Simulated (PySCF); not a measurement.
AlF₂OH, optimised at B3LYP/6-31G*:

```xyz
5

O      0.1699     0.3486    -1.8282
Al     0.3935    -0.2306    -0.2504
F     -0.2669    -1.6752     0.1706
F      1.2531     0.6075     0.8787
H      0.5502     1.1946    -2.0951
```

Energies from PySCF (xtb for GFN2), thermal terms from the rigid-rotor harmonic-oscillator model, ideal gas at 1 bar. 6-31G* has spherical d functions here. All species are closed-shell singlets. B3LYP is the form with VWN-RPA correlation. AlF₂OH: computed as isolated molecules; such fragments, hydroxides, amides, oligomers or adducts are transient or little studied in the gas.

Q: List the harmonic frequencies (cm⁻¹, unscaled) at this level and at the other levels, each on its own geometry.

A: 
- B3LYP/6-31G*: 235, 256, 290, 338, 669, 707, 957, 978, 3839
- GFN2-xTB: 191, 200, 296, 312, 333, 648, 864, 953, 3759
- HF/6-31G*: 250, 274, 310, 363, 648, 742, 1004, 1028, 4172
- PBE/def2-SVP: 223, 241, 280, 331, 588, 682, 939, 959, 3816
- PBE0/def2-TZVP: 231, 248, 294, 352, 627, 703, 940, 972, 3968
